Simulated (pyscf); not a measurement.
Structures and frequencies: ωB97X-D3(BJ)/def2-SVP in PySCF.

Question: Estimate the classical barrier height and the reaction energy of H₃Si–AsH₂ + H₂ → AsH₃ + SiH₄ at ωB97M-D3(BJ)/def2-TZVP. The step runs on the singlet surface, breaks As–Si, H–H and forms As–H, H–Si; take the separated reactants as zero.

Answer: ΔE‡ = 275.4 kJ/mol, ΔE = +3.2 kJ/mol. Zero-point energy shifts the barrier by +8.3 kJ/mol. It is a four-centre exchange, with an imaginary mode of 1617i cm⁻¹. At the saddle there is also a short H–Si contact that neither side keeps. One saddle was located; it need not be the lowest between these sides. Elements up to Kr have no core potential and no relativistic terms here.
